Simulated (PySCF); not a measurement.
## Structure elucidation problem

The spectra below were simulated for a compound C$_{3}$H$_{3}$F.

1H NMR (400 MHz, computed): δ 7.87 (dd, J = 1.9, 1.8 Hz, 2H), 4.83 (dt, J = 110.9, 1.9 Hz, 1H).

13C{1H} NMR (computed): δ 131.6 (CH, d, J = 16.9 Hz), 63.0 (CH, d, J = 311.5 Hz).

PySCF 2.14 calculation with couplings computed with B3LYP/pcJ-1, structure optimised with PBE0-D3(BJ)/def2-SVP and shielding tensors at PBE0/pcSseg-1 (GIAO); gas phase, one computed conformer, fast rotation and ring inversion assumed for equivalent nuclei, relativity neglected.

δ = σ(ref) − σ, references computed at the same level: 1H (σ = 31.27 ppm) and 13C (σ = 184.41 ppm) vs TMS.

Which of these isomers gave the spectra?
A. FC1C=C1
B. FC1=CC1
C. C#CCF

## Answers

A. 

Rings plus π bonds: 2 (1 ring in the answer). 2 carbon signals for 3 carbons: some carbons are equivalent by symmetry or fast rotation. Carbon types of the structure: 3 × CH, which accounts for all hydrogens. δC 131.6: alkene CH; an sp2 carbon of a C=C bond. δC 63.0: three-membered-ring carbon; pulled downfield by the heteroatom. δH 7.87: hydrogen on an alkene CH; attached to an sp2 carbon and in the plane of the double bond. δH 4.83: hydrogen on a three-membered-ring carbon; its carbon carries F, which withdraws density.

The others: FC1=CC1 would give 3 carbon signals, not 2; C#CCF would give 3 carbon signals, not 2.

Common functionals overestimate the size of one-bond C–F couplings by tens of Hz; these are unscaled. Multiplet labels drop couplings under 1 Hz and merge nearly equal ones. Unscaled 3J(H,H) at this level run about 10 % above measured values. Shifts are as computed. Against solution values, carbons near 30 ppm lie about +2 ppm off and those near 130 ppm about +5 ppm. Of 1211 compounds with measured shifts, 218 miss one by over three times the rms of a fit or turn the order of signals round; such compounds aren't used in these exercises.
